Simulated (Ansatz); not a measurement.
# AlSiH (triplet): the correlation ladder at scale of all distances = 1.000, 6-31G

How much of the correlation energy of AlSiH (triplet) does each wave-function method recover here?

Method: 6-31G, core rule «outside noble gas», up to 10 orbitals frozen; program: Ansatz 0.2.0, Gaussian basis.

Plan: UHF; CCSD(T) on ROHF; CCSD(T) on UHF; BCCD(T) on ROHF; CISD; CCSDT(Q) on ROHF; CCSDT(Q) on UHF; CISDTQ; CCSDTQ on ROHF; CCSDTQ on UHF; CASSCF and MRCISD+Q, 4 electrons in 4 orbitals; CASSCF and NEVPT2, 4 electrons in 4 orbitals; CASSCF and MRCISD+Q, 8 electrons in 9 orbitals; CASSCF and NEVPT2, 8 electrons in 9 orbitals; Full CI.

16 further runs of the same task are left out: 15 that didn't finish, 1 set aside as unsound or not needed.

## Step 1: The system

The geometry derives from a PBE0/def2-TZVP stationary point (not a proven minimum). All distances are scaled together.

3 atoms, charge 0, spin multiplicity 3.

Atoms are counted from 1 here; the program's logs count them from 0.

Bond lengths: Si1–Al2 2.390 Å, Si1–H3 1.598 Å. Angles: Al2–Si1–H3 57.3°.

## Step 2: UHF

in.yaml reads:

```yaml
crystal:
  periodic: [false, false, false]
  atoms:
    - {symbol: Si, position_ang: [0.000000, -0.035961, 1.165412]}
    - {symbol: Al, position_ang: [0.000000, -0.011793, -1.224879]}
    - {symbol: H, position_ang: [0.000000, 1.317723, 0.315431]}
basis:
  gaussian: {orbitals: 6-31G}
magnetization: {spin_polarized: true, initial_magnetization: 2}
hamiltonian: {xc: hf}
output: {orbitals: {seedname: orbitals}}
```

On the command line:

```bash
$ ansatz run in.yaml --threads 1 --pin off --events-out ev --progress --plain --max-ram 2393MiB
```

Further steps of the session: CCSD(T) on ROHF; CCSD(T) on UHF; BCCD(T) on ROHF; CISD; CCSDT(Q) on ROHF; CCSDT(Q) on UHF; CISDTQ; CCSDTQ on ROHF; CCSDTQ on UHF; CASSCF and MRCISD+Q, 4 electrons in 4 orbitals; CASSCF and NEVPT2, 4 electrons in 4 orbitals; CASSCF and MRCISD+Q, 8 electrons in 9 orbitals; CASSCF and NEVPT2, 8 electrons in 9 orbitals; Full CI.

**Question.** What will the summary of the whole plan be? Wanted: FCI below the RHF energy; RMP2 from FCI; UMP2 from FCI; RCCSD from FCI; RCCSD(T) from FCI; UCCSD(T) from FCI; RCCSDT(Q) from FCI; UCCSDT(Q) from FCI; MRCISD+Q pair from FCI.

**Answer**, as computed:

| quantity | value |
| --- | --- |
| FCI below the RHF energy | -2.7373 eV |
| RMP2 from FCI | +78.1 kJ/mol |
| UMP2 from FCI | +81.0 kJ/mol |
| RCCSD from FCI | +10.9 kJ/mol |
| RCCSD(T) from FCI | +3.2 kJ/mol |
| UCCSD(T) from FCI | +3.0 kJ/mol |
| RCCSDT(Q) from FCI | +0.2 kJ/mol |
| UCCSDT(Q) from FCI | +0.1 kJ/mol |
| MRCISD+Q pair from FCI | -2.5 kJ/mol |
| NEVPT2 valence from FCI | +21.1 kJ/mol |
| MRCISD+Q valence from FCI | +0.6 kJ/mol |
| levels within 1 kcal/mol (43 meV) | RCCSD(T), UCCSD(T), BCCD(T), RCCSDT, UCCSDT, CISDTQ, RCCSDT(Q), UCCSDT(Q), RCCSDTQ, UCCSDTQ, MRCISD+Q pair, MRCISD valence, MRCISD+Q valence |
| T1 diagnostic | 0.044 |
| effectively unpaired electrons | 2.09 |

What this shows: RCCSD(T) lands +3.2 kJ/mol from the yardstick (1.2 % of the correlation energy). MRCISD+Q pair falls below full CI: the +Q correction isn't variational, and the cores differ from full CI's. The occupations are near whole numbers, but T1 = 0.044 shows that the orbitals relax strongly. Of the multireference levels listed MRCISD+Q valence comes nearest in total energy (+0.6 kJ/mol), which doesn't show that its space is the better one. These misses are within one basis, not against nature; the frozen cores of restricted and unrestricted runs differ, which can shift their rows.
